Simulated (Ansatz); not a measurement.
**H₅NO: geometry and frequencies at several levels**

An exercise on one series of results from a longer session: the logs are not shown, and one member is left open.

Method: the levels named in each step, in Ansatz 0.2.0.

### The structure to begin with

Bond lengths: N1–H3 1.012 Å, N1–H4 1.012 Å, N1–H5 1.012 Å, O2–H6 0.973 Å, O2–H7 0.957 Å. Angles: H3–N1–H4 107.1°, H3–N1–H5 107.1°, H4–N1–H5 107.4°, H6–O2–H7 105.1°.

Structure file:

```xyz
7

N    -0.5000    0.5168    1.0300
O     0.7980   -0.9000   -1.1532
H    -0.6844   -0.2425    1.6736
H     0.0549    1.2012    1.5275
H    -1.3896    0.9479    0.8147
H     0.3757   -0.3602   -0.4624
H     1.0661   -0.2759   -1.8267
```

The first run:

Contents of input.yaml:

```yaml
crystal:
  periodic: [false, false, false]
  atoms:
    - { symbol: "N", position_ang: [-0.49999209, 0.51677469, 1.03004748] }
    - { symbol: O, position_ang: [0.79796655, -0.8999551, -1.15317258] }
    - { symbol: H, position_ang: [-0.68440166, -0.24247175, 1.67358054] }
    - { symbol: H, position_ang: [0.05487547, 1.20116874, 1.52747051] }
    - { symbol: H, position_ang: [-1.38963093, 0.94791, 0.81466169] }
    - { symbol: H, position_ang: [0.37570899, -0.36019863, -0.46236196] }
    - { symbol: H, position_ang: [1.06606366, -0.27593796, -1.82673568] }
basis:
  gaussian: { orbitals: def2-TZVPP }
hamiltonian:
  xc: pbe0
  dispersion: d4
phonons: {}
```

Launch:

```console
$ ansatz run input.yaml --threads 2 --pin off --max-ram 5120MiB --backend cpu --events-out ev --progress --plain --runs-dir out
```

Steps of the session up to this table: Frequencies, PBE0-D4/def2-TZVPP; Relaxation, PBE-D4/def2-TZVPP; Frequencies, PBE-D4/def2-TZVPP; Relaxation, r2SCAN-D4/def2-TZVPP; Frequencies, r2SCAN-D4/def2-TZVPP; Relaxation, B3LYP-D4/def2-TZVPP; Frequencies, B3LYP-D4/def2-TZVPP; Relaxation, B2PLYP/def2-TZVPP.

One of the session's tables, all rows but one given; the rest of the session is left out.

| level | N1–H3 (Å) | N1–H4 (Å) | dipole (D) |
| --- | --- | --- | --- |
| PBE-D4/def2-TZVPP | 1.0215 | 1.0211 | 3.80 |
| r2SCAN-D4/def2-TZVPP | 1.0136 | 1.0131 | 3.69 |
| B3LYP-D4/def2-TZVPP | ? | ? | ? |
| B2PLYP/def2-TZVPP | 1.0118 | 1.0114 | 3.65 |

**Question.** Estimate the row for B3LYP-D4/def2-TZVPP.

As computed: N1–H3 (Å): 1.0134; N1–H4 (Å): 1.0129; dipole (D): 3.69. In the column «N1–H3 (Å)» it lies between B2PLYP/def2-TZVPP (1.0118) and r2SCAN-D4/def2-TZVPP (1.0136).
